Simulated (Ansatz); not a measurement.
**NH3, singlet: the ladder up to full CI**

Geometry: MP2(full)/6-31G*, from the G2/97 set.

| atom | x (Å) | y (Å) | z (Å) |
| --- | --- | --- | --- |
| N | 0.0000 | 0.0000 | 0.0689 |
| H | 0.0000 | 0.9397 | -0.3194 |
| H | 0.8138 | -0.4699 | -0.3194 |
| H | -0.8138 | -0.4699 | -0.3194 |

Basis 6-31G; Ansatz 0.2.0. Correlated methods freeze the noble-gas cores, which leaves 8 electrons in 14 orbitals. R marks a restricted (for open shells ROHF) determinant. Active spaces: valence = (8e, 7o) chosen from the atoms' valence shells.

Full CI is exact within this basis and frozen core; it isn't the basis-set limit.

The UHF ⟨S²⟩ is 0.000. The T1 diagnostic (RCCSD) is 0.0059 and the largest doubles amplitude (RCCSD) is 0.056.

```
   level  E − E(RHF) (eV)
    RMP2          -3.1631
   RCCSD          -3.5143
RCCSD(T)          -3.5536
```

Problem. Estimate how far full CI in 6-31G lies from RCCSD(T). The table doesn't fix it; the size of (T) and the diagnostics are the guide.

Solution. Full CI in 6-31G lies 0.43 mEh below RCCSD(T), which is 30 % of the (T) step (-1.45 mEh). The diagnostics give no warning, yet the rest is a sizeable part of (T).

The other levels:

```tsv
level	E − E(full CI) (mEh)	share of correlation (%)	wall time
CISD	7.12	94.56	0.18 s
BCCD(T)	0.44	99.66	0.19 s
RCCSDT	0.30	99.77	–
CISDTQ	0.21	99.84	0.42 s
RCCSDT(Q)	0.00	100.00	0.37 s
RCCSDTQ	0.02	99.99	1.5 s
CASSCF (valence space)	55.41	57.71	–
NEVPT2 (valence space)	10.17	92.24	0.49 s
MRCISD (valence space)	1.15	99.12	–
MRCISD+Q (valence space)	0.01	99.99	0.85 s
MRCISD+Q(relaxed) (valence space)	-0.25	100.19	1.1 s
```

The correlation energy at full CI, counted from RHF, is -3.565 eV. That run took 1 s on 1 thread of AMD EPYC 7R13, shared host over 501,761 determinants.

Times hold each run's SCF and search for its determinant on a shared host, so for small cases they say little of a method's own cost; they ran on 1 thread of AMD EPYC 7R13.

More than 5 meV below full CI, which no variational method can be: MRCISD+Q(relaxed) (valence space).

The full-CI state has the irrep A' of Cs, in the program's axes (one component, if the state is degenerate).

Natural occupations of full CI about the gap: 1.984 1.974 1.968 1.968 0.026 0.026 0.024 0.016 0.005 0.005; effectively unpaired electrons, Σ n²(2−n)², 0.02.

Atomization energy (electronic, same basis, no zero-point term; atoms at the same level, unrestricted beside the R rows where the molecule is a closed shell, with restricted open-shell steps beyond CCSDT(Q)) at full CI: 991.8 kJ/mol. Errors of other levels:

| level | error (kJ/mol) |
| --- | --- |
| RHF | -254.6 |
| RMP2 | -19.7 |
| CISD | -17.4 |
| RCCSD | -4.4 |
| RCCSD(T) | -1.0 |
| BCCD(T) | -0.9 |
| RCCSDT | -0.8 |
| CISDTQ | -0.4 |
| RCCSDT(Q) | 0.0 |
| RCCSDTQ | -0.1 |
| CASSCF (valence space) | -48.3 |
| NEVPT2 (valence space) | 5.2 |
| MRCISD (valence space) | -1.6 |
| MRCISD+Q (valence space) | -0.1 |
| MRCISD+Q(relaxed) (valence space) | 0.5 |

This basis is far from its limit, so the value isn't to be set against a measured one. Truncated CI isn't size-consistent, which counts against it in atomization.
